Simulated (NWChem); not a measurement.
System: formic acid (CH2O2); SMILES O=CO

```xyz
5

O      0.1303    -1.1053     0.0000
C     -0.4006     0.1162     0.0000
O      0.2218     1.1372     0.0000
H      1.0955    -0.9957     0.0000
H     -1.5086     0.0429     0.0000
```
Atoms are numbered in this order, from 1.

Geometry: optimised at PBE0/def2-SVP.

Symmetry labels are those of Cs in the frame above (b1 and b2, or b-type labels, depend on it).

Problem. List the 4 lowest vertical singlet excitations from CAM-B3LYP/6-31G* (spherical d), TDA (NWChem).

Solution. 
```csv
state,energy (eV),oscillator strength,symmetry,leading excitation (squared amplitude)
S1,6.02,0.002,a",HOMO → LUMO (1.00)
S2,8.90,0.049,a',HOMO → LUMO+1 (0.55)
S3,9.62,0.002,a",HOMO−1 → LUMO+1 (0.53)
S4,9.68,0.000,a",HOMO−2 → LUMO (0.53)
```
